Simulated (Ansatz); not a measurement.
## The standard entropy of SF4 (sulfur tetrafluoride) from a frequency calculation

A singlet with charge 0, relaxed at HF/cc-pVTZ (Ansatz 0.2.0):

```xyz
5

F    -0.5499   -0.2433    1.1436
S     0.0633   -0.3534   -0.2403
F     1.5061   -0.4357    0.4950
F    -1.4177   -0.0579   -0.8306
F     0.3983    1.0902   -0.5677
```

Harmonic wavenumbers in cm⁻¹: 255, 408, 532, 602, 609, 628, 790, 1000, 1018.

Masses in u: F 18.998, S 32.06. Take T = 298.15 K, p = 1 bar, R = 8.3145 J/(mol K), kT/hc = 207.22 cm⁻¹, rigid rotor and harmonic oscillator.

Work out S° at 298 K.


1. Translation (Sackur–Tetrode): S = R[3/2 ln M + 5/2 ln T − 1.1517] with M = 108.052 gives 167.3 J/(mol K).
2. Rotation: principal moments 72.579, 118.580, 152.501 u Å² give A, B, C = 0.2323, 0.1422, 0.1105 cm⁻¹; the symmetry number is σ = 2; q = (√π/σ)√((kT/hc)³/ABC) = 43756; S = R(ln q + 3/2) = 101.3.
3. Vibration: with u = ν̃/207.22, each mode gives R[u/(eᵘ − 1) − ln(1 − e⁻ᵘ)]; the sum is 20.5, most from 255 cm⁻¹ (7.1), 408 cm⁻¹ (3.9), 532 cm⁻¹ (2.4).
4. Electronic: R ln 1 = 0.0, from the spin multiplicity alone.
5. Sum: 167.3 + 101.3 + 20.5 + 0.0 = 289.1 J/(mol K).

The tabulated value is 299.6 J/(mol K) (CRC Handbook of Chemistry and Physics): the model is off by -10.5.
